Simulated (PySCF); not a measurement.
## Neon: a sound run and one with changed settings

Sound run: Ne [Ne], Ne⁺ [He] 2s2 2p5. Calculation: PySCF 2.14, in aug-cc-pVDZ (4s3p2d, 23 functions); no relativity, point nucleus. In the sound run the correlated levels freeze 1s2. The sound run starts from symmetry-adapted Hartree-Fock orbitals and uses a fine grid where one is needed.

Changed run: a valence shell is frozen. This setting is unsound on purpose.

| species | method | sound run (hartree) | changed run (hartree) | converged |
| --- | --- | --- | --- | --- |
| Ne | MP2 | -128.70322 | -128.65436 | yes |
| Ne | CCSD(T) | -128.70929 | -128.65885 | yes |
| Ne⁺ | MP2 | -127.90903 | -127.85953 | yes |
| Ne⁺ | CCSD(T) | -127.92208 | -127.86685 | yes |

Ionisation energy of Ne:

| method | sound run (eV) | changed run (eV) |
| --- | --- | --- |
| UHF | 19.850 | 19.850 |
| MP2 | 21.611 | 21.628 |
| SCS-MP2 | 21.466 | 21.527 |
| CCSD | 21.390 | 21.516 |
| CCSD(T) | 21.421 | 21.551 |

Freezing a valence shell removes pair correlation that changes on ionisation.

For comparison, NIST gives 21.565 eV between the lowest levels.
